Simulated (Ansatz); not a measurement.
Elements on the sites of an ideal rock salt lattice, at a guessed lattice constant:

```
N Al V
1.0
     1.89512    1.89512    3.79024
    -1.89512   -1.89512    3.79024
     5.68536   -3.79024    1.89512
N Al V
10 8 2
Direct
  0.95000 0.75000 0.60000
  0.85000 0.25000 0.80000
  0.35000 0.75000 0.80000
  0.75000 0.75000 0.00000
  0.15000 0.75000 0.20000
  0.05000 0.25000 0.40000
  0.55000 0.75000 0.40000
  0.45000 0.25000 0.60000
  0.25000 0.25000 0.00000
  0.65000 0.25000 0.20000
  0.10000 0.50000 0.80000
  0.60000 0.00000 0.80000
  0.00000 0.00000 0.00000
  0.40000 0.00000 0.20000
  0.30000 0.50000 0.40000
  0.80000 0.00000 0.40000
  0.50000 0.50000 0.00000
  0.90000 0.50000 0.20000
  0.20000 0.00000 0.60000
  0.70000 0.50000 0.60000
```

Cell and atoms were relaxed without symmetry on coarser meshes and computed once more. Theory: DFT PBE, scalar-relativistic, plane waves, PAW in Ansatz.

Cutoff 420 eV; k points 8×7×5 on the computed 20-atom cell (Γ-centred); Gaussian smearing, width 0.10 eV; no spin polarisation.

The relaxation ran on 3×3×2 (shifted) and then 5×5×3 k points with a smearing of 0.1 eV, from sites shaken by 0.02 Å.

Q: What does the relaxation give?

A: A volume of 8.55 Å³/atom and no gap on the mesh. It lies 1.08 eV/atom below the elements' standard states (static lattices, no corrections for gases). The atoms leave their sites by 0.08 Å (root mean square) and 0.18 Å at most, and the cell stretches by up to 1.3 % at fixed volume.

```yaml
crystal:
  lattice:
    - [2.03269, 2.03248, 4.06035]
    - [-2.03228, -2.03229, 4.06005]
    - [6.19543, -4.16261, 2.03032]
  atoms:
    - { symbol: N, position: [0.95015, 0.74914, 0.60112] }
    - { symbol: N, position: [0.84584, 0.24914, 0.80976] }
    - { symbol: N, position: [0.34214, 0.74916, 0.81715] }
    - { symbol: N, position: [0.75117, 0.74915, 0.99907] }
    - { symbol: N, position: [0.14915, 0.74914, 0.20318] }
    - { symbol: N, position: [0.05449, 0.24913, 0.39248] }
    - { symbol: N, position: [0.55821, 0.74915, 0.38510] }
    - { symbol: N, position: [0.45015, 0.24915, 0.60114] }
    - { symbol: N, position: [0.25076, 0.24917, 0.99990] }
    - { symbol: N, position: [0.64955, 0.24914, 0.20236] }
    - { symbol: Al, position: [0.09131, 0.49179, 0.80418] }
    - { symbol: Al, position: [0.60602, 0.00645, 0.80418] }
    - { symbol: Al, position: [0.99766, 0.99951, 0.00335] }
    - { symbol: Al, position: [0.39984, 0.99952, 0.19889] }
    - { symbol: Al, position: [0.29435, 0.49180, 0.39803] }
    - { symbol: Al, position: [0.80904, 0.00645, 0.39807] }
    - { symbol: Al, position: [0.50053, 0.49873, 0.00333] }
    - { symbol: Al, position: [0.90272, 0.49873, 0.19890] }
    - { symbol: V, position: [0.23151, 0.96763, 0.60113] }
    - { symbol: V, position: [0.66883, 0.53067, 0.60112] }
```

Cost: 2 runs of about 9.6 core-minutes in all (earlier runs that led there not counted), on Intel Xeon Processor @ 2.50GHz (Skylake/Cascade Lake) (shared hosts).